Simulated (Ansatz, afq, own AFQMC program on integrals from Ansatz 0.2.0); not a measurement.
AlNH2, singlet: energetics from AFQMC and coupled cluster

```xyz
4

Al    0.0000    0.0000    0.6968
N     0.0000    0.0000   -1.0992
H     0.0000    0.8223   -1.6887
H     0.0000   -0.8223   -1.6887
```

Geometry: a PBE0/def2-TZVP stationary point, not shown to be a minimum. Basis cc-pVDZ. Only valence electrons are correlated. Ansatz 0.2.0 and our own AFQMC program on the same integrals; the CISD trial comes from CCSD amplitudes, and released means the phaseless constraint is let go. Error bars are statistical, one sigma.

Best estimates are CCSD(T) at the basis-set limit (def2-TZVPP/QZVPP) plus the step from CCSD(T) to the highest rung at hand in cc-pVDZ, named in the table (released AFQMC can keep some 10 meV of bias). No zero-point, core-correlation or spin–orbit terms. Other levels are in cc-pVDZ, the functionals in def2-TZVP; a dash marks a level that is missing or breaks spin symmetry for a member.

Cautions: AlNH₂ (triplet): another spin lies lower, its ph-AFQMC/CISD value lies 28 ± 9 meV above CCSDT(Q); row 1: core correlation is missing, and it shifts such a gap most where an s electron is promoted.

| process | best estimate (kJ/mol) | highest rung |
| --- | --- | --- |
| to charge +0, triplet (vertical) | 246 | CCSDT(Q) |
| to free atoms | 1203 | CCSDT(Q) |

Errors against the best estimates in kJ/mol, the processes numbered in the order above:

```tsv
level	error, 1	error, 2
MP2	-29	-145
CCSD(T)	-7	-155
ph-AFQMC/CISD	-6 ± 1	-154 ± 1
CCSD(T)/CBS	0	-2
PBE	-11	6
r2SCAN	-33	-27
PBE0	-16	-27
B3LYP	7	-9
wB97M-V	35	5
B2PLYP	3	-24
```

Cost at the first geometry: PBE0/cc-pVDZ, 1.3 s on 1 thread of Arm Neoverse V1, on a shared host; RCCSD(T)/cc-pVDZ, 0.45 s on 1 thread of Arm Neoverse V1 (shared host); CCSDT(Q), 3.6 s on 1 thread of Arm Neoverse V1, with other jobs on the host; ph-AFQMC/CISD with release, 4 min on 1 thread of Arm Neoverse V1, with other jobs on the host.

Best estimates are given only where the step beyond CCSD(T) is under 0.3 eV and no member's determinant is very poor (T1 over 0.05, or 0.07 for open shells, ⟨S²⟩ too high by 0.3, two states mixed), so the hardest cases are missing from such tables.

The functionals ran in a triple-zeta set and keep a basis error of their own, a few kJ/mol for each bond in atomization energies and more for double hybrids, so close places among them and the extrapolated levels can swap.

CCSDT and higher add their correlation energy to the determinant of the CCSD(T) run, since their own runs factorise the integrals more tightly (a shift of under 2 meV). Each member of a difference takes its own highest rung, so a best estimate needn't equal the limit plus the step of one row. A walk keeps the symmetry of its determinant, which the program's search chose and which needn't be the lowest solution, so a lower state of the same spin and another symmetry isn't excluded.
